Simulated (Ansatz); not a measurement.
**BeBH (triplet): from Hartree-Fock to the top rungs, def2-TZVPP**

The task here is to estimate one member of a computed series from the others.

Program: Ansatz 0.2.0, Gaussian basis. Level of theory: def2-TZVPP, core rule «outside noble gas», up to 2 orbitals frozen. These are calculated values, not measurements.

To be run: UHF; ROHF; CCSD(T) on UHF.

2 further runs of the same task are left out: 2 set aside as unsound or not needed.

## What is computed

The geometry is a PBE0/def2-TZVP stationary point (not a proven minimum) of the parent state, kept for this charge and spin.

3 atoms, charge 0, spin multiplicity 3.

Atoms are counted from 1 here; the program's logs count them from 0.

Bond lengths: B1–Be2 2.042 Å, Be2–H3 1.345 Å. Angles: B1–Be2–H3 180.0°.

Set-up of the first run:

in.yaml reads:

```yaml
crystal:
  periodic: [false, false, false]
  atoms:
    - {symbol: B, position_ang: [0.000000, 0.000000, 1.809825]}
    - {symbol: Be, position_ang: [0.000000, 0.000000, -0.232573]}
    - {symbol: H, position_ang: [0.000000, 0.000000, -1.577252]}
basis:
  gaussian: {orbitals: def2-TZVPP}
magnetization: {spin_polarized: true, initial_magnetization: 2}
hamiltonian: {xc: hf}
output: {orbitals: {seedname: orbitals}}
```

Command:

```console
> ansatz run in.yaml --threads 1 --pin off --events-out ev --progress --plain --max-ram 4096MiB --backend cpu
```

Steps of the session up to this table: UHF; ROHF; CCSD(T) on UHF.

One of the session's tables, all rows but one given; the rest of the session is left out.

```
  method  from UCCSD(T) (meV)
    ROHF              +3207.1
     UHF              +3138.1
    UMP2                    ?
   UCCSD                +89.0
UCCSD(T)                    0
```

Q: Estimate the row for UMP2 from the others.

The run gave: from UCCSD(T) (meV): +813.2. In the column «from UCCSD(T) (meV)» it lies between UCCSD (+89.0) and UHF (+3138.1).
